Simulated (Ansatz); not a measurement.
Relaxation of CH₂NaO (5 atoms, charge -1, multiplicity 1), to a largest force component of 0.02 eV/Å in at most 50 steps.

Theory: UKS PBE0-D4/def2-SVP (Ansatz).

```xyz
5
Properties=species:S:1:pos:R:3:forces:R:3
O 0.045 -0.572 0.975 1.56 1.24 -1.07
C 0.578 0.257 -0.189 0.44 0.07 -0.66
Na -1.054 2.227 -0.371 -0.07 -0.04 0.22
H 0.096 -1.492 0.706 -0.71 -1.17 0.51
H -0.396 0.057 1.599 -1.23 -0.10 1.00
```

Q: Where does it end, and by what steps?

A: It converged. Limits of this set-up: an anion without diffuse functions. After 14 steps the energy has fallen by 1.158 eV; C2 moved furthest, 1.80 Å. Parted: C2–Na3 (2.56 → 5.14 Å).

```
step  energy less start (eV)  largest force component (eV/Å)  accepted
   0                  0.0000                           1.563       yes
   1                 -0.2960                           1.434       yes
   2                 -0.4981                           1.670       yes
   3                 -0.6137                           0.773       yes
   4                 -0.7722                           0.605       yes
   5                 -0.8333                           1.242       yes
   6                 -0.8786                           0.940       yes
   7                 -0.9551                           0.235       yes
   8                 -0.9984                           0.481       yes
   9                 -1.0451                           0.419       yes
  10                 -1.0882                           0.349       yes
  11                 -1.1235                           0.242       yes
  12                 -1.1534                           0.053       yes
  13                 -1.1562                           0.069       yes
  14                 -1.1580                           0.010       yes
```

```xyz
5
Properties=species:S:1:pos:R:3
O 0.229 -0.477 0.838
C 1.682 -1.048 0.362
Na -2.434 2.026 0.280
H -0.454 -0.493 0.128
H 0.246 0.469 1.113
```

Whether the end is a true minimum wasn't checked by a vibrational analysis.

The run took 2.9 min on 1 thread of Intel(R) Xeon(R) Platinum 8259CL CPU @ 2.50GHz (Skylake/Cascade Lake), with other jobs on the host, peak memory 0.17 GiB.
